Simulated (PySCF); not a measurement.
```xyz
2

S     0.0000    0.0000    0.9601
S     0.0000    0.0000   -0.9601
```

Basis set: cc-pV(T+d)Z (spherical functions). Frozen core: 10 orbitals. Charge 0, multiplicity 1.

Starred EOM-CCSD(T)(a) on the restricted Hartree–Fock determinant with PySCF 2.14.0; the energies are vertical.

**Question.** The solver was asked for the few lowest roots only. Give the ionization energies of singlet S₂ among them whose weight of singles is over 0.7.

**Answer.**

```json
{"root": "1", "energy (eV)": "8.57", "weight of singles": "0.96"}
{"root": "2", "energy (eV)": "11.94", "weight of singles": "0.90"}
```

Higher main lines weren't sought. Caution: the closed shell is not the ground state.
